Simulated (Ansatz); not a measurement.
This script makes a rigid torsion scan of C₄H₆, SMILES C=CC=C with Ansatz 0.2.0, Python API.

`torsion_c4h6.py`:
```python
# -*- coding: utf-8 -*-
"""Energy of C4H6 as one group turns about a bond."""

import warnings

import ansatz as az
from ase import Atoms


def main():
    warnings.simplefilter("ignore", az.DeckWarning)

    atoms = Atoms(["C", "C", "C", "C", "H", "H", "H", "H", "H", "H"], positions=[
        (-1.1981, 0.773, -1.062),
        (-0.567, 0.4498, 0.0162),
        (0.5153, -0.4635, -0.0378),
        (1.3054, -0.8196, 1.0633),
        (-1.0005, 0.4345, -2.0798),
        (-2.0774, 1.5281, -0.9973),
        (-0.8249, 0.8635, 0.9873),
        (0.8749, -0.8566, -0.9969),
        (0.9912, -0.437, 2.0974),
        (2.0642, -1.5233, 1.0126),
    ])

    # start the scan from a relaxed geometry
    first = (
        az.Crystal.molecule_from_ase(atoms).calculation()
        .basis(gaussian="def2-SVP")  # atom-centred Gaussian functions
        .functional("R2SCAN0")
        .relax(force_tolerance=0.02, max_steps=80)
    )
    atoms.positions = first.run(threads=1).report["positions_ang"]

    start = atoms.get_dihedral(3, 2, 1, 0)
    energies = {}
    for turn in range(0, 360, 40):
        turned = atoms.copy()
        turned.set_dihedral(3, 2, 1, 0, start + turn, indices=[0, 1, 4, 5, 6])
        setup = az.Crystal.molecule_from_ase(turned).calculation()
        setup = setup.basis(gaussian="def2-SVP").functional("R2SCAN0")
        energies[round((start + turn) % 360)] = setup.run(threads=1).report["free_energy_ev"]
    floor = min(energies.values())
    print("dihedral C3-C2-C1-C0 (deg)   E - E(min) (eV)")
    for angle, e in sorted(energies.items()):
        print(f"{angle:8d} {(e - floor):14.3f}  " + "#" * int(30 * (e - floor) / max(max(energies.values()) - floor, 1e-9)))


if __name__ == "__main__":
    main()
```

Where along the turn do the lowest and the highest point lie, and how far apart are they?

The lowest point is at 180° and the highest at 100°, 0.346 eV (33.4 kJ/mol) above it, with the rest of the molecule held.

The output:

```console
$ python torsion_c4h6.py
dihedral C3-C2-C1-C0 (deg)   E - E(min) (eV)
      20          0.176  ###############
      60          0.224  ###################
     100          0.346  ##############################
     140          0.176  ###############
     180          0.000
     220          0.177  ###############
     260          0.346  #############################
     300          0.224  ###################
     340          0.176  ###############
```

The scan is rigid and the energies are electronic, in a modest basis. With rigid groups the curve can differ much from the relaxed path, the start wasn't checked as a minimum of this torsion, and equivalent turns needn't return to the same energy. Finished in 66 s on 1 thread of Intel(R) Xeon(R) Processor @ 2.30GHz, with other jobs on the host, peak memory 0.29 GiB.
